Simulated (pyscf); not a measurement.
# Four-centre exchange: HO–Ge(OH)(OH)–OH + H₂ → HO–GeH(OH)–OH + H₂O

Gas phase, singlet surface, charge 0. Bonds broken: Ge1–O2, H10–H11. Bonds formed: Ge1–H10, O2–H11. Structures and frequencies: ωB97X-D3(BJ)/def2-SVP in PySCF.

Transition state (Å):

```xyz
11

Ge    -1.0284     0.2458     0.0009
O     -0.6796     2.1324     0.4242
O      0.6838     0.0431    -0.3762
O     -2.2587     0.6373    -1.1947
O     -1.4160    -1.4482     0.3682
H      0.2731     2.3155     0.4267
H      0.8857    -0.8957    -0.4854
H     -2.2458     1.5862    -1.3756
H     -2.3633    -1.6222     0.3083
H     -1.5391     0.6521     1.7592
H     -1.1442     1.4951     1.4540
```

One imaginary mode, 1371i cm⁻¹; descent along it reached the two sides named, in the forms told below.

```
bond     change  reactant side (Å)  saddle  product side
-------  ------  -----------------  ------  ------------
Ge1–O2   breaks              1.761   1.965           3.4
H10–H11  breaks              0.761   0.980           4.9
Ge1–H10   forms                4.0   1.875         1.522
O2–H11    forms              2.516   1.297         0.966
```

Electronic energies relative to the separated reactants (kcal/mol):

| level | barrier | reaction energy | reverse barrier |
|---|---|---|---|
| ωB97X-D3(BJ)/def2-TZVP | 44.1 | +8.5 | 35.6 |
| PBE/def2-TZVP | 36.5 | +6.5 | 29.9 |
| r²SCAN/def2-TZVP | 39.5 | +9.4 | 30.1 |
| B3LYP-D3(BJ)/def2-TZVP | 42.8 | +7.6 | 35.3 |
| PBE0-D3(BJ)/def2-TZVP | 40.0 | +6.8 | 33.2 |
| M06-2X/def2-TZVP | 45.9 | +12.5 | 33.4 |
| ωB97M-D3(BJ)/def2-TZVP | 43.3 | +7.2 | 36.1 |
| HF/def2-TZVP | 61.8 | +7.3 | 54.5 |

With ωB97M-D3(BJ)/def2-TZVP energies and thermal terms (ideal gas, 1 atm, RRHO with modes under 100 cm⁻¹ raised to 100, one conformer, R ln 2 for rigid chiral ones), in kcal/mol:

| T (K) | ΔH‡ | ΔG‡ | ΔH | ΔG |
|---|---|---|---|---|
| 298 | 44.3 | 53.3 | +10.0 | +7.4 |
| 600 | 43.2 | 62.9 | +8.8 | +5.2 |
| 900 | 42.9 | 72.9 | +7.9 | +3.5 |
| 1200 | 43.0 | 82.8 | +7.2 | +2.2 |

On the product side the descent ends in a bound adduct (not fully relaxed), 10.4 kcal/mol under the separated species and 46.0 kcal/mol under the saddle at ωB97X-D3(BJ)/def2-TZVP. At the saddle there is also a short Ge–H contact that neither side keeps. One saddle was located; it need not be the lowest between these sides. Elements up to Kr have no core potential and no relativistic terms here.
